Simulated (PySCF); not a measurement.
# Charge on either side of a bond

C4H7N.
Numbering: `[CH2:1]=[CH:2]/[N:3]=[CH:4]\[CH3:5]` (hydrogens: H6, H7 on C1; H8 on C2; H9 on C4; H10, H11, H12 on C5)

Geometry (PBE0-D3(BJ)/def2-SVP, Å), atoms numbered from 1 in this order:
```
atom  x, y, z in Å
C1     1.993    0.557    0.896
C2     1.525   -0.065   -0.195
N3     0.629   -1.121   -0.219
C4    -0.575   -1.050    0.174
C5    -1.326    0.150    0.658
H6     2.788    1.300    0.810
H7     1.635    0.301    1.897
H8     1.949    0.170   -1.181
H9    -1.151   -1.991    0.138
H10   -0.748    1.076    0.544
H11   -1.586    0.029    1.723
H12   -2.280    0.234    0.113
```

Atomic charges (e) from the PBE0/pcSseg-1 density (PySCF):

```
atom  Mulliken      IAO  Hirshfeld  ESP-fitted
  C1   -0.2250  -0.3727    -0.1285     -0.6608
  C2   -0.0297  -0.0367    -0.0008     +0.2948
  N3   -0.3770  -0.2509    -0.1468     -0.5959
  C4   +0.0212  +0.0483    +0.0636     +0.4638
  C5   -0.2950  -0.4560    -0.1182     -0.3893
  H6   +0.1224  +0.1520    +0.0441     +0.1992
  H7   +0.1182  +0.1436    +0.0397     +0.2570
  H8   +0.1221  +0.1548    +0.0514     +0.0959
  H9   +0.1178  +0.1419    +0.0479     +0.0049
 H10   +0.1478  +0.1591    +0.0409     +0.1123
 H11   +0.1405  +0.1604    +0.0543     +0.1121
 H12   +0.1366  +0.1562    +0.0523     +0.1061
```

Q: Cut each of the bonds C1–C2, C2–N3, N3–C4 and C5–C4 in turn and sum the charges on the side of the atom named first.

A: In e; the other side holds the opposite charge:

```csv
bond cut,piece,atoms,Mulliken,IAO,Hirshfeld,ESP-fitted
C1–C2,CH2,3,+0.016,-0.077,-0.045,-0.205
C2–N3,C2H3,5,+0.108,+0.041,+0.006,+0.186
N3–C4,C2H3N,6,-0.269,-0.210,-0.141,-0.410
C5–C4,CH3,4,+0.130,+0.020,+0.029,-0.059
```

Extremes among these pieces. Mulliken: lowest C2H3N at N3, highest CH3 at C5; IAO: lowest C2H3N at N3, highest C2H3 at C2; Hirshfeld: lowest C2H3N at N3, highest CH3 at C5; ESP-fitted: lowest C2H3N at N3, highest C2H3 at C2.

Q: Do the schemes agree better on the pieces than on the single atoms at the cuts?

A: The spread between schemes averages 0.214 e for the pieces and 0.413 e for the atoms named first; it is smaller for the piece at 4 of the 4 cuts. On average they agree better on the pieces. The sign differs between schemes (beyond ±0.03 e) for CH3 at C5.

One conformer (not necessarily the lowest) at the PBE0-D3(BJ)/def2-SVP geometry, without solvent, vibrations or thermal averaging.
